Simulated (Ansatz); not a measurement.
Ansatz (an electronic-structure program) input (PBE0/def2-QZVPP):
A basis named .json is the Basis Set Exchange file of that set.

Ansatz 0.2 input:
```yaml
crystal:
  periodic: [false, false, false]
  atoms:
    - {symbol: C, position_ang: [-0.06202131, -0.12897927, 0.24357143]}
    - {symbol: C, position_ang: [-0.00836144, -0.78607026, -0.96303711]}
    - {symbol: C, position_ang: [-0.01037813, 0.73506140, -0.97201260]}
    - {symbol: C, position_ang: [-0.03390126, -0.02224928, 1.59714360]}
    - {symbol: H, position_ang: [0.77768823, -1.43566092, -1.33626297]}
    - {symbol: H, position_ang: [0.90443913, 1.34040822, -1.07804562]}
    - {symbol: H, position_ang: [-0.89271719, 1.26925688, -1.34476163]}
    - {symbol: H, position_ang: [0.07922200, -0.89460119, 2.23650899]}
    - {symbol: H, position_ang: [-0.18065935, 0.93402158, 2.08856936]}
basis:
  gaussian:
    orbitals: def2-QZVPP.json
hamiltonian:
  xc: {name: PBE0}
total_charge: -1
```

Output:

```
Functional definition: PBE0
integrals: 0.28 GiB planned
998 factors; their error is unknown
mean field: 2.83 GiB planned
mean field evaluation 1: about -4218.2633 eV, gradient 4.4e1 eV
mean field evaluation 2: about -4214.8717 eV, gradient 5.5e1 eV
mean field evaluation 4: about -4223.1340 eV, gradient 4.1e0 eV
mean field evaluation 8: about -4223.1702 eV, gradient 3.3e-1 eV
mean field evaluation 16: about -4223.1704 eV, gradient 3.5e-5 eV
mean field -4223.17036620 eV, -155.1986483903 hartree, gradient 3.5e-5 eV, S^2 0.000000; 0 other end points of the search recorded, 0 dependent functions left out
reference -4223.17040280 eV, -155.1986497352 hartree; 15, 15 occupied and 363, 363 virtual orbitals, 998 factors
Total energy: -4223.17040280 eV, -155.1986497352 hartree
```

It need not be the lowest isomer of its formula. Whether it binds its extra electron was not tested at this geometry.
